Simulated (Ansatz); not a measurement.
The first iterations of a band of CH4BCl + H2 (9 atoms, charge 0, multiplicity 1).

Computed with Ansatz 0.2.0, RKS B3LYP/def2-SVP.

```json
{"movable images": "5", "climbing image": "yes", "spring": "2.0 to 10.0 eV/Å², energy-weighted", "optimiser": "quadratic models (default)", "start path": "through a guess of the saddle point", "force threshold": "0.03 eV/Å", "iteration limit": "60", "end points": "relaxed"}
```

First end point:

```xyz
9
Properties=species:S:1:pos:R:3
B -0.012 0.779 0.420
C 0.120 0.757 1.970
H -0.897 0.723 2.408
H 0.709 -0.076 2.378
H 0.547 1.715 2.320
Cl 0.660 -0.497 -0.599
H -0.583 1.663 -0.168
H -0.042 -3.461 0.183
H -0.272 -4.176 0.306
```

Last end point:

```xyz
9
Properties=species:S:1:pos:R:3
B -0.090 -0.530 -1.082
C 0.015 -0.155 2.724
H -0.753 0.537 3.101
H 0.618 -0.529 3.563
H 0.668 0.374 2.014
Cl 1.382 0.391 -1.280
H -1.134 0.063 -1.087
H -0.003 -1.720 -0.955
H -0.472 -1.003 2.220
```

| iteration | highest image above the first end (eV) | largest band force component (eV/Å) |
| --- | --- | --- |
| 1 | 3.433 | 10.056 |
| 2 | 1.941 | 2.935 |
| 3 | 1.201 | 2.067 |
| 4 | 0.988 | 1.461 |
| 5 | 0.959 | 5.032 |

Question: Does the band converge within its limit, and where does its top end?

Answer: It converged. It ended after 15 iterations with the highest image 1.204 eV above the first end. Another band between the same ends (5 images) ends at a top of the same energy, where a vibrational analysis finds 1 clearly imaginary mode. The orbitals stay closed-shell, which can raise the energy where a bond breaks towards radicals; this wasn't checked here.

The run took 100 s on 1 thread of Intel(R) Xeon(R) 6975P-C (Granite Rapids) (shared host), peak memory 0.18 GiB.
